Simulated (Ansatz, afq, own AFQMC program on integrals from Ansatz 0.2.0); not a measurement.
CH₃Ge, doublet in cc-pVDZ, levels against AFQMC with the constraint released

```yaml
atoms:
  - { symbol: Ge, position_ang: [0.0000, 0.0000, 0.3544] }
  - { symbol: C, position_ang: [0.0103, 0.0000, -1.6349] }
  - { symbol: H, position_ang: [-1.0513, 0.0000, -1.9236] }
  - { symbol: H, position_ang: [0.4627, 0.8945, -2.0693] }
  - { symbol: H, position_ang: [0.4627, -0.8945, -2.0693] }
```

Connectivity, by distances: Ge–CH3.

Basis cc-pVDZ. Only valence electrons are correlated. AFQMC by an in-house program on the Cholesky factors that Ansatz 0.2.0 writes for its CCSD(T) run. The CISD trial takes its coefficients from CCSD amplitudes. Released means that phaseless walkers are propagated on without the constraint, phases kept. Free projection: walkers drawn from exp(T), propagated without any constraint. Its projection time is finite, and what remains of the start isn't in its error. Error bars are statistical, one sigma. No spin–orbit coupling.

Determinant: UHF, the one that the program's search chose, which needn't be the lowest solution. The geometry is a point of a scan.

No full CI on the walks' own integrals is used here. The released AFQMC energy serves as the reference, which it does only where one determinant dominates, the energy is flat over the last release times and near the phaseless one (40 meV or 2 meV an electron, half that with transition metals). On small molecules, where full CI could be run and the noise was under 10 meV, such values lay within 10 meV of it in 19 cases of 20, a flattering rate, since the rule was set on those same cases; what remains of the bias isn't in the error bar.

Cautions: no relativity below Rb; no spin-orbit coupling; inner d shell frozen; the released value is read at 2.40 1/Eh with a noise of 14 meV, more than in the cases checked (meV from the phaseless value at times in 1/Eh: -2 ± 13 at 0.24, -3 ± 11 at 0.51, -20 ± 10 at 0.99, -23 ± 12 at 1.62, -10 ± 14 at 2.40).

- T1 diagnostic: 0.0122
- weight of the determinant in the CISD state: 0.882
- ⟨S²⟩ of the determinant: 0.763
- size of the correlated space: 11 electrons in 41 orbitals

Reference: AFQMC with the constraint released, correlation energy -6.699 ± 0.014 eV.

```json
{"level": "HF", "E − E(reference) (kJ/mol)": "646.4 ± 1.3", "share of correlation (%)": "0.00"}
{"level": "MP2", "E − E(reference) (kJ/mol)": "106.3 ± 1.3", "share of correlation (%)": "83.56"}
{"level": "CCSD", "E − E(reference) (kJ/mol)": "20.0 ± 1.3", "share of correlation (%)": "96.90"}
{"level": "CCSD(T)", "E − E(reference) (kJ/mol)": "3.3 ± 1.3", "share of correlation (%)": "99.49"}
{"level": "ph-AFQMC/HF", "E − E(reference) (kJ/mol)": "8.6 ± 4.7", "share of correlation (%)": "98.68"}
{"level": "ph-AFQMC/CISD", "E − E(reference) (kJ/mol)": "0.9 ± 1.6", "share of correlation (%)": "99.86"}
{"level": "free AFQMC", "E − E(reference) (kJ/mol)": "0.6 ± 1.8", "share of correlation (%)": "99.91"}
```

Free projections are given only where their last times agree within the noise and don't stop above the reference; a slow remainder of the start can still hide under it. A walk keeps the symmetry of its determinant, which the program's search chose and which needn't be the lowest solution, so a lower state of the same spin and another symmetry isn't excluded. Released energies are given only where the last usable release times agree within the noise; a slower fall can still hide under it.
